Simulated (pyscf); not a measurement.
## Routes from `[NH]=[B][Cl]` + `[H][H]`

Candidate steps break at most two bonds and form at most two. Each was searched with GFN2-xTB (tblite) first. PySCF, gas phase, ωB97X-D3(BJ)/def2-SVP geometries. Energies: ωB97M-D3(BJ)/def2-TZVP, eV, from the separated reactants, singlet surface; ΔG‡ with ideal gas, 1 atm, RRHO with modes under 100 cm⁻¹ raised to 100, one conformer, R ln 2 for chiral ones without a mode under 150 cm⁻¹.

| products | type | ΔE‡ | ΔE | ΔG‡ 298 K | ΔG‡ 900 K | ν‡ (cm⁻¹) |
|---|---|---|---|---|---|---|
| HB=NH + HCl | four-centre exchange | 2.33 | +0.34 | 2.66 | 3.36 | 1249i |
| B–Cl [singlet] + NH₃ | concerted two-bond exchange | 4.00 | +2.13 | 4.29 | 4.92 | 1419i |

Row 2: On the product side the descent ends in an adduct with a B–N contact, 0.40 eV under the separated species and 2.38 eV under the saddle at ωB97X-D3(BJ)/def2-TZVP. 

Plain bond fissions and candidates not yet searched are not listed, and one of them may be faster. Each barrier is that of the saddle found; lower ones may exist. A restricted solution here is unstable towards spin polarisation, so biradical character is likely and single-reference numbers are less safe.
